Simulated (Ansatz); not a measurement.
# CH3Si (doublet): from Hartree-Fock to the top rungs, cc-pVDZ

Aim: climb from Hartree-Fock through coupled cluster for CH3Si (doublet) at one geometry and basis, and see what each rung misses.

The runs use Ansatz 0.2.0, Gaussian basis; cc-pVDZ, core rule «outside noble gas», up to 6 orbitals frozen.

The runs, in order: UHF; CCSD(T) on ROHF; CCSD(T) on UHF; BCCD(T) on ROHF; CISD; CCSDT(Q) on ROHF; CCSDT(Q) on UHF.

21 further runs of the same task are left out: 1 for a known fault of the program, 8 that didn't finish, 12 set aside as unsound or not needed.

**1. What is computed**

The geometry is a PBE0/def2-TZVP stationary point (not a proven minimum).

5 atoms, charge 0, spin multiplicity 2.

Atoms are counted from 1 here; the program's logs count them from 0.

Bond lengths: Si1–C2 1.889 Å, C2–H3 1.094 Å, C2–H4 1.094 Å, C2–H5 1.104 Å. Angles: Si1–C2–H3 114.9°, Si1–C2–H4 114.9°, Si1–C2–H5 103.3°, H3–C2–H4 109.8°, H3–C2–H5 106.5°, H4–C2–H5 106.5°.

**2. UHF**

File in.yaml:

```yaml
crystal:
  periodic: [false, false, false]
  atoms:
    - {symbol: Si, position_ang: [-0.001312, 0.000000, 0.686035]}
    - {symbol: C, position_ang: [-0.011727, 0.000000, -1.202731]}
    - {symbol: H, position_ang: [-0.442590, -0.894419, -1.661140]}
    - {symbol: H, position_ang: [-0.442590, 0.894419, -1.661140]}
    - {symbol: H, position_ang: [1.061461, 0.000000, -1.461718]}
basis:
  gaussian: {orbitals: cc-pVDZ}
magnetization: {spin_polarized: true, initial_magnetization: 1}
hamiltonian: {xc: hf}
output: {orbitals: {seedname: orbitals}}
```

The run is started by

```bash
ansatz run in.yaml --threads 1 --pin off --events-out ev --progress --plain --max-ram 2393MiB
```

Further steps of the session: CCSD(T) on ROHF; CCSD(T) on UHF; BCCD(T) on ROHF; CISD; CCSDT(Q) on ROHF; CCSDT(Q) on UHF.

**Question.** What will the summary of the whole plan be? Wanted: UCCSDT(Q) below the RHF energy; RMP2 from UCCSDT(Q); UMP2 from UCCSDT(Q); RCCSD from UCCSDT(Q); RCCSD(T) from UCCSDT(Q); UCCSD(T) from UCCSDT(Q); RCCSDT(Q) from UCCSDT(Q); T1 diagnostic.

**Answer**, as computed:

| quantity | value |
| --- | --- |
| UCCSDT(Q) below the RHF energy | -7.0004 eV |
| RMP2 from UCCSDT(Q) | +1166.6 meV |
| UMP2 from UCCSDT(Q) | +1184.1 meV |
| RCCSD from UCCSDT(Q) | +217.9 meV |
| RCCSD(T) from UCCSDT(Q) | +33.3 meV |
| UCCSD(T) from UCCSDT(Q) | +33.1 meV |
| RCCSDT(Q) from UCCSDT(Q) | +0.3 meV |
| levels within 1 kcal/mol (43 meV) | RCCSD(T), UCCSD(T), BCCD(T), RCCSDT, UCCSDT, RCCSDT(Q) |
| T1 diagnostic | 0.016 |

In words: RCCSD(T) lands +33.3 meV from the yardstick (0.5 % of the correlation energy). These misses are within one basis, not against nature; the frozen cores of restricted and unrestricted runs differ, which can shift their rows.
